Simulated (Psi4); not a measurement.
# BH2SF (SMILES FBS): a chain of runs

We compute a geometry optimisation (singlet BH2SF, PBE0-D4/aug-cc-pVDZ), then the energy (doublet BH2SF+, UPBE0-D4/aug-cc-pVDZ), then a geometry optimisation (doublet BH2SF+, UPBE0-D4/aug-cc-pVDZ), then a single-point energy (singlet BH2SF, PBE0-D4/aug-cc-pVDZ) of BFH2S. 

The calculation is run with Psi4 1.11.

### 1 The system as given

BH2SF: 5 atoms, total charge 0, spin state singlet. As SMILES, `FBS`. All atoms were displaced at random from a relaxed shape. The run starts from this shape.

Bond lengths: F1–B2 1.317 Å, B2–S3 1.685 Å, B2–H4 1.240 Å, S3–H5 1.363 Å. Angles: F1–B2–S3 119.0°, F1–B2–H4 117.5°, S3–B2–H4 123.3°, B2–S3–H5 98.7°.

### 2 A geometry optimisation at PBE0-D4/aug-cc-pVDZ (density fitting) (run 1)

Contents of input.inp:

```
memory 1.6 GB

molecule {
  F     -1.095288    -0.863356    -1.086427
  B     -0.343565    -0.348684    -0.134865
  S      0.946031     0.649176    -0.560704
  H     -0.682680    -0.558704     1.039014
  H      1.319670     1.046432     0.688561
}

set {
  basis aug-cc-pVDZ
}

energy_value, wavefunction = optimize('pbe0-d4', return_wfn=True)
```

Launch:

```bash
$ psi4 -i input.inp -o input.out -n 1
```

input.out:

```text
[...]
  Running in c1 symmetry.
[...]
  Nuclear repulsion =   89.053446453391828
[...]
  Multiplicity = 1
[...]
  Nalpha       = 16
  Nbeta        = 16
[...]
    Number of basis functions: 91
[...]
   @DF-RKS iter   1:  -523.80197579727519   -2.65280e-01   4.80660e-03 ADIIS/DIIS
[...]
   @DF-RKS iter   7:  -523.91068388338340   -4.54747e-13   3.26120e-09 DIIS
[...]
  @DF-RKS Final Energy:  -523.91068388338340
   => Energetics <=
    Nuclear Repulsion Energy =             86.0310406300032895
    One-Electron Energy =                -894.4080943641849899
    Two-Electron Energy =                 315.2324026824981615
    DFT Exchange-Correlation Energy =     -30.7640006041621881
    Empirical Dispersion Energy =          -0.0020322275376892
    VV10 Nonlocal Energy =                  0.0000000000000000
    Total Energy =                       -523.9106838833833990
[...]
 Multipole Moments:
 ------------------------------------------------------------------------------------
     Multipole            Electronic (a.u.)      Nuclear  (a.u.)        Total (a.u.)
 ------------------------------------------------------------------------------------
 L = 1.  Multiply by 2.5417464519 to convert [e a0] to [Debye]
 Dipole X            :         -1.7805392            2.0395546            0.2590154
 Dipole Y            :         -1.4234303            1.6350983            0.2116680
 Dipole Z            :         -2.1688689            2.7374554            0.5685865
 Magnitude           :                                                    0.6596839
[...]
  -Total Gradient:
     Atom            X                  Y                   Z
    ------   -----------------  -----------------  -----------------
       1       -0.000066633158    -0.000022377240    -0.000272467625
       2        0.000199679406     0.000093068165     0.000167419330
       3        0.000119298431     0.000089223055    -0.000071019992
       4       -0.000067093130    -0.000038931119    -0.000139852319
       5       -0.000022230210     0.000001830067     0.000062153747
[...]
    Final optimized geometry and variables:
    Molecular point group: c1
    Full point group: C1
    Geometry (in Angstrom), charge = 0, multiplicity = 1:
    F           -1.207040439007    -0.945599608907    -0.490329048686
    B           -0.500260354863    -0.379054001516     0.500314412772
    S            0.876033146110     0.680190146901     0.026571454029
    H           -0.808197148142    -0.596426659707     1.638931487076
    H            1.235618364933     0.984307541594     1.295913638908
    Psi4 run time: 0:01:07.42
[...]
```

The script printed:

```text
Optimizer: Optimization complete!
```

It took 70 s on 1 thread of AMD EPYC, shared host; peak memory 0.6 GiB.

The path in brief:

```
step  energy from the first frame kept (eV)  largest force (eV/Å)
   0                                 0.0000                3.8123
   1                                -0.1908                1.0626
   2                                -0.1506                1.4348
   3                                -0.2259                0.1607
   4                                -0.2272                0.0457
   5                                -0.2273                0.0145
```

After the run. Bond lengths: F1–B2 1.342 Å, B2–S3 1.800 Å, B2–H4 1.199 Å, S3–H5 1.354 Å. Angles: F1–B2–S3 117.2°, F1–B2–H4 119.3°, S3–B2–H4 123.6°, B2–S3–H5 95.1°.

### 3 The doublet cation: a single-point energy at UPBE0-D4/aug-cc-pVDZ (density fitting) (run 2)

Contents of bfh2s.xyz:

```xyz
5
BFH2S
F     -1.108636    -0.929881    -1.088980
B     -0.401856    -0.363336    -0.098337
S      0.974437     0.695908    -0.572079
H     -0.709793    -0.580708     1.040281
H      1.334022     1.000026     0.697263
```

Contents of bfh2s.py:

```python
import psi4

psi4.set_memory(1600000000)
psi4.set_num_threads(1)
psi4.core.set_output_file('psi4.out', False)

with open('bfh2s.xyz') as f:
    atoms = ''.join(f.readlines()[2:])
geom = psi4.geometry('1 2\n' + atoms + 'symmetry c1')

psi4.set_options({
    'basis': 'aug-cc-pVDZ',
    'reference': 'uks',
})

result, w = psi4.energy("PBE0-D4", return_wfn=True)
print(f'total energy {result:.8f} hartree = {result * 27.211386:.5f} eV')
for k, v in sorted(psi4.core.scalar_variables().items()):
    print(f'{k:45s} {v:18.10f}')
```

Launch:

```bash
$ python bfh2s.py
```

psi4.out:

```text
[...]
  Running in c1 symmetry.
[...]
  Nuclear repulsion =   86.031066569129592
[...]
  Multiplicity = 2
[...]
  Nalpha       = 16
  Nbeta        = 15
[...]
    Number of basis functions: 91
[...]
   @DF-UKS iter   1:  -523.44681200721425   -1.67110e-02   3.79036e-03 ADIIS/DIIS
[...]
   @DF-UKS iter   9:  -523.50899311011267   -9.09101e-08   9.48531e-07 DIIS
[...]
   @S^2 Observed:                7.545728106E-01
[...]
    Orbital Energies [Eh]
    ---------------------
    Alpha Occupied:
       1A    -89.421161     2A    -25.045897     3A     -8.387140
       4A     -7.136858     5A     -6.330712     6A     -6.318489
       7A     -6.314520     8A     -1.487448     9A     -1.122108
      10A     -0.825864    11A     -0.764160    12A     -0.725647
      13A     -0.716615    14A     -0.696976    15A     -0.658798
      16A     -0.599896
    Alpha Virtual:
      17A     -0.283668    18A     -0.249545    19A     -0.178783
      20A     -0.145242    21A     -0.137552    22A     -0.115446
      23A     -0.112805    24A     -0.092674    25A     -0.086728
[...]
  @DF-UKS Final Energy:  -523.50899311011267
   => Energetics <=
    Nuclear Repulsion Energy =             86.0310665691295924
    One-Electron Energy =                -885.1041814183927272
    Two-Electron Energy =                 306.0941648004770741
    DFT Exchange-Correlation Energy =     -30.5283875425720126
    Empirical Dispersion Energy =          -0.0016555187547002
    VV10 Nonlocal Energy =                  0.0000000000000000
    Total Energy =                       -523.5089931101126695
[...]
 Multipole Moments:
 ------------------------------------------------------------------------------------
     Multipole            Electronic (a.u.)      Nuclear  (a.u.)        Total (a.u.)
 ------------------------------------------------------------------------------------
 L = 1.  Multiply by 2.5417464519 to convert [e a0] to [Debye]
 Dipole X            :         -0.8768942            2.0395537            1.1626595
 Dipole Y            :         -0.7137596            1.6350987            0.9213391
 Dipole Z            :         -1.7222008            2.7374566            1.0152558
 Magnitude           :                                                    1.7976059
[...]
```

The script printed:

```text
total energy -523.50899311 hartree = -14245.40529 eV
CURRENT ENERGY                                   -523.5089931101
CURRENT REFERENCE ENERGY                         -523.5089931101
DD SOLVATION ENERGY                                 0.0000000000
DFT FUNCTIONAL TOTAL ENERGY                      -523.5073375914
DFT TOTAL ENERGY                                 -523.5089931101
DFT VV10 ENERGY                                     0.0000000000
DFT XC ENERGY                                     -30.5283875426
DISPERSION CORRECTION ENERGY                       -0.0016555188
GRID ELECTRONS ALPHA                               16.0000032430
GRID ELECTRONS BETA                                15.0000026294
GRID ELECTRONS TOTAL                               31.0000058724
NUCLEAR REPULSION ENERGY                           86.0310665691
ONE-ELECTRON ENERGY                              -885.1041814184
PBE0-D4(BJ,EEQ)ATM DISPERSION CORRECTION ENERGY      -0.0016555188
PCM POLARIZATION ENERGY                             0.0000000000
PE ENERGY                                           0.0000000000
SCF ITERATION ENERGY                             -523.5089931101
SCF ITERATIONS                                      9.0000000000
SCF TOTAL ENERGY                                 -523.5089931101
TWO-ELECTRON ENERGY                               306.0941648005
XC GRID RADIAL POINTS                              75.0000000000
XC GRID SPHERICAL POINTS                          302.0000000000
XC GRID TOTAL POINTS                           110388.0000000000
```

It took 19 s on 1 thread of AMD EPYC, shared host; peak memory 0.54 GiB.

### 4 The doublet cation: a geometry optimisation at UPBE0-D4/aug-cc-pVDZ (density fitting) (run 3)

Contents of calc.in:

```
memory 1600 mb

molecule {
  1 2
  F     -1.108636    -0.929881    -1.088980
  B     -0.401856    -0.363336    -0.098337
  S      0.974437     0.695908    -0.572079
  H     -0.709793    -0.580708     1.040281
  H      1.334022     1.000026     0.697263
  units angstrom
  symmetry c1
}

set {
  reference uks
}

result = optimize('pbe0-d4/aug-cc-pVDZ')
```

Launch:

```bash
$ psi4 calc.in calc.out -n 1
```

calc.out:

```text
[...]
  Running in c1 symmetry.
[...]
  Nuclear repulsion =   86.031066569129592
[...]
  Multiplicity = 2
[...]
  Nalpha       = 16
  Nbeta        = 15
[...]
    Number of basis functions: 91
[...]
   @DF-UKS iter   1:  -523.44681200721425   -1.67110e-02   3.79036e-03 DIIS/ADIIS
[...]
   @DF-UKS iter   8:  -523.52088118590575   -2.21689e-11   9.03124e-09 DIIS
[...]
   @S^2 Observed:                7.547111017E-01
[...]
  @DF-UKS Final Energy:  -523.52088118590575
   => Energetics <=
    Nuclear Repulsion Energy =             83.7912158304540071
    One-Electron Energy =                -880.8222758325034647
    Two-Electron Energy =                 304.0203112775251384
    DFT Exchange-Correlation Energy =     -30.5084879043011092
    Empirical Dispersion Energy =          -0.0016445570803669
    VV10 Nonlocal Energy =                  0.0000000000000000
    Total Energy =                       -523.5208811859057505
[...]
 Multipole Moments:
 ------------------------------------------------------------------------------------
     Multipole            Electronic (a.u.)      Nuclear  (a.u.)        Total (a.u.)
 ------------------------------------------------------------------------------------
 L = 1.  Multiply by 2.5417464519 to convert [e a0] to [Debye]
 Dipole X            :         -1.2779570            2.1468838            0.8689268
 Dipole Y            :         -1.0236509            1.7186559            0.6950051
 Dipole Z            :         -1.6772502            2.7684456            1.0911954
 Magnitude           :                                                    1.5584522
[...]
  -Total Gradient:
     Atom            X                  Y                   Z
    ------   -----------------  -----------------  -----------------
       1       -0.000030391080    -0.000027009341    -0.000029105298
       2        0.000042071470     0.000014108855     0.000227283508
       3       -0.000048816169    -0.000024097060     0.000007659482
       4        0.000017596041     0.000028915568     0.000070883995
       5        0.000045187676     0.000026736176    -0.000014974891
[...]
    Final optimized geometry and variables:
    Molecular point group: c1
    Full point group: C1
    Geometry (in Angstrom), charge = 1, multiplicity = 2:
    F           -1.195604275504    -0.935520594375    -0.512876630636
    B           -0.615780681522    -0.467390230900     0.541951008547
    S            0.908777694863     0.704343569231     0.023968182506
    H           -0.864703789233    -0.639572168459     1.691957692648
    H            1.299684515913     1.036185125851     1.295684333513
    Psi4 run time: 0:02:39.26
[...]
```

Standard output:

```text
Optimizer: Optimization complete!
```

Run time: 2.7 min. Hardware: 1 thread of AMD EPYC, shared host; peak memory 0.6 GiB.

Step by step:

```
step  energy from the first frame kept (eV)  largest force (eV/Å)
   0                                 0.0000                4.4486
   1                                -0.2560                1.8145
   2                                -0.3159                0.4292
   3                                -0.3180                0.2912
   4                                -0.3133                0.4716
   5                                -0.3232                0.0697
   6                                -0.3235                0.0205
   7                                -0.3235                0.0119
```

After the run. Bond lengths: F1–B2 1.292 Å, B2–S3 1.991 Å, B2–H4 1.189 Å, S3–H5 1.371 Å. Angles: F1–B2–S3 110.2°, F1–B2–H4 130.0°, S3–B2–H4 119.8°, B2–S3–H5 96.9°.

### 5 The energy at PBE0-D4/aug-cc-pVDZ (density fitting) (run 4)

Contents of input.dat:

```
memory 1600 mb

molecule {
  0 1
  F     -1.097200    -0.919802    -1.111527
  B     -0.517377    -0.451672    -0.056700
  S      1.007182     0.720062    -0.574683
  H     -0.766300    -0.623854     1.093307
  H      1.398089     1.051903     0.697034
}


e, wfn = energy("pbe0-d4/aug-cc-pVDZ", return_wfn=True)
print_variables()
```

Launch:

```bash
$ psi4 -i input.dat -o output.dat -n 1
```

output.dat:

```text
[...]
  Running in c1 symmetry.
[...]
  Nuclear repulsion =   83.791220266013823
[...]
  Multiplicity = 1
[...]
  Nalpha       = 16
  Nbeta        = 16
[...]
    Number of basis functions: 91
[...]
   @DF-RKS iter   1:  -523.82765002050178   -4.90050e-01   4.22651e-03 ADIIS/DIIS
[...]
   @DF-RKS iter   8:  -523.89655737587952   -3.40052e-08   7.12984e-07 DIIS
[...]
    Orbital Energies [Eh]
    ---------------------
    Doubly Occupied:
       1A    -89.051443     2A    -24.834057     3A     -8.017315
       4A     -6.900782     5A     -5.953723     6A     -5.950087
       7A     -5.946841     8A     -1.294950     9A     -0.748780
      10A     -0.608746    11A     -0.527689    12A     -0.512007
      13A     -0.472303    14A     -0.409172    15A     -0.328723
      16A     -0.284909
[...]
  @DF-RKS Final Energy:  -523.89655737587952
   => Energetics <=
    Nuclear Repulsion Energy =             83.7912202660138234
    One-Electron Energy =                -889.8824680555446776
    Two-Electron Energy =                 312.9321800445694066
    DFT Exchange-Correlation Energy =     -30.7354706981101273
    Empirical Dispersion Energy =          -0.0020189328080019
    VV10 Nonlocal Energy =                  0.0000000000000000
    Total Energy =                       -523.8965573758795244
[...]
 Multipole Moments:
 ------------------------------------------------------------------------------------
     Multipole            Electronic (a.u.)      Nuclear  (a.u.)        Total (a.u.)
 ------------------------------------------------------------------------------------
 L = 1.  Multiply by 2.5417464519 to convert [e a0] to [Debye]
 Dipole X            :         -2.2698121            2.1468841           -0.1229280
 Dipole Y            :         -1.8016919            1.7186552           -0.0830367
 Dipole Z            :         -2.1562423            2.7684459            0.6122036
 Magnitude           :                                                    0.6299203
[...]
```

Run time: 13 s. Hardware: 1 thread of AMD EPYC, shared host; peak memory 0.53 GiB.

### 6 Summary of results

| quantity | value |
| --- | --- |
| run 1, PBE0-D4/aug-cc-pVDZ: total energy at the end | -523.91068 Eh |
| run 1, PBE0-D4/aug-cc-pVDZ: dipole moment | 1.68 D |
| run 1, PBE0-D4/aug-cc-pVDZ: HOMO energy | -8.40 eV |
| run 1, PBE0-D4/aug-cc-pVDZ: LUMO energy | -0.86 eV |
| run 1, PBE0-D4/aug-cc-pVDZ: HOMO–LUMO gap | 7.54 eV |
| run 1, PBE0-D4/aug-cc-pVDZ: dispersion energy | -5.34 kJ/mol |
| doublet cation, run 2: total energy | -523.50899 Eh |
| doublet cation, run 2: HOMO energy (highest over α and β) | -16.21 eV |
| doublet cation, run 2: LUMO energy (lowest over α and β) | -13.40 eV |
| doublet cation, run 2: dispersion energy | -4.35 kJ/mol |
| doublet cation, run 2: ⟨S²⟩ | 0.755 |
| doublet cation, run 3: total energy at the end | -523.52088 Eh |
| doublet cation, run 3: HOMO energy (highest over α and β) | -16.10 eV |
| doublet cation, run 3: LUMO energy (lowest over α and β) | -12.63 eV |
| doublet cation, run 3: dispersion energy | -4.32 kJ/mol |
| doublet cation, run 3: ⟨S²⟩ | 0.755 |
| run 4, PBE0-D4/aug-cc-pVDZ: total energy | -523.89656 Eh |
| run 4, PBE0-D4/aug-cc-pVDZ: dipole moment | 1.60 D |
| run 4, PBE0-D4/aug-cc-pVDZ: HOMO energy | -7.75 eV |
| run 4, PBE0-D4/aug-cc-pVDZ: LUMO energy | -1.12 eV |
| run 4, PBE0-D4/aug-cc-pVDZ: HOMO–LUMO gap | 6.64 eV |
| run 4, PBE0-D4/aug-cc-pVDZ: dispersion energy | -5.30 kJ/mol |
| adiabatic ionisation energy (to the doublet cation, no zero-point term) | 10.607 eV |

**Reading.** The adiabatic ionisation energy (to the doublet cation, no zero-point term) is 10.61 eV (245 kcal/mol). The optimisation (run 1, PBE0-D4/aug-cc-pVDZ) took 6 steps and changed the energy by -0.227 eV. The optimisation (doublet cation, run 3) took 8 steps and changed the energy by -0.323 eV.
